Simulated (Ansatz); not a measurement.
Two isomers of C2H4FN: A = `C=NCF`, B = `CC(=N)F`.

Program: Ansatz. Geometries: PBE0-D4/def2-TZVP. ΔE: electronic, gas phase. CCSD(T)/CBS adds triple-zeta CCSD(T) − MP2 to the extrapolated MP2 energy (def2 sets, frozen cores). Functionals use def2-TZVPP. B3LYP here is the variant with VWN-RPA as its local correlation; programs differ in this. Each species was taken in one conformer, which may not be the lowest.

A:

Z-matrix (Å, degrees):
```
C
N 1 1.412
F 1 1.386 2 115.2
H 1 1.094 2 108.7 3 -120.5
H 1 1.094 2 108.7 3 120.5
C 2 1.259 1 120.4 3 -0.1
H 6 1.089 2 118.4 1 -180.0
H 6 1.092 2 123.6 1 -0.0
```

B:

Z-matrix (Å, degrees):
```
C
C 1 1.488
H 1 1.088 2 111.2
H 1 1.092 2 109.7 3 121.2
H 1 1.092 2 109.7 3 -121.2
N 2 1.247 1 132.0 3 -0.1
F 2 1.341 1 110.6 3 179.9
H 6 1.015 2 110.7 1 -0.0
```

(1) Which is lower in electronic energy at CCSD(T)/CBS, and by how much? (Estimate.)

(2) Give E(B) − E(A) in kJ/mol with HF/def2-TZVPP, CCSD/def2-TZVPP, PBE0-D4, BLYP-D4, ωB97M-V, LDA (SPW92), B3LYP. (An estimate is asked.)

(3) Does the order hold for the free energy at 298.15 K (harmonic terms from PBE0-D4)? (Best estimate.)

Largest T1 diagnostic: 0.012.

Results:

(1) Ansatz gave: B, by 70.1 kJ/mol.

(2) Computed: HF/def2-TZVPP -67.3, CCSD/def2-TZVPP -69.0, PBE0-D4 -75.6, BLYP-D4 -67.0, ωB97M-V -74.7, LDA (SPW92) -79.3, B3LYP -69.2. None reverses the order clearly.

(3) The calculation gave: Yes: G(B) − G(A) = -71.7 kJ/mol, for one conformer each.

At CCSD(T), def2-SVP lies +5.9 kJ/mol from the extrapolated value and def2-TZVPP +0.7 kJ/mol. Leaving LDA and LC-ωPBE aside and taking each functional with its dispersion term where it has one, the values, not all of them listed here, spread over 12.2 kJ/mol, from B97M-V to BLYP-D4. LDA lies −5.3 kJ/mol from PBE without D4.
